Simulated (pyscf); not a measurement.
This saddle point was located with ωB97X-D3(BJ)/def2-SVP in PySCF.

```
As
H 1 1.5183
H 1 1.6980 2 84.59
H 3 0.9186 1 75.71 2 -91.44
Ge 1 2.5318 2 98.89 3 80.17
H 5 1.5850 1 88.49 2 -153.53
H 5 1.5851 6 95.24 3 -59.05
```
Charge 0, spin multiplicity 1.

Surface: singlet, charge 0. Lowest wavenumbers (cm⁻¹): 574i, 224, 230, 344, 396.

**Question.** Which two sides does it connect, and which bonds change?

**Answer.** `[AsH3]` + `[GeH2]` [singlet] ⇌ `[GeH2]=[AsH]` + `[H][H]`, a concerted two-bond exchange read from left to right: As–H, As–H broken and As–Ge, H–H formed. At ωB97M-D3(BJ)/def2-TZVP it lies +23.0 kcal/mol from the left side and +36.7 kcal/mol from the right (each side as separated species at their lowest minima found). On the reactant side the descent ends in an adduct with a As–Ge contact, 8.7 kcal/mol under the separated species and 27.3 kcal/mol under the saddle at ωB97X-D3(BJ)/def2-TZVP. What is counted as formed (As–Ge) is already present as a longer contact in the reactant adduct; forming that adduct is a step of its own. At ωB97X-D3(BJ)/def2-TZVP the barrier from the zero used here is 18.6 kcal/mol. One saddle was located; it need not be the lowest between these sides. Elements up to Kr have no core potential and no relativistic terms here.
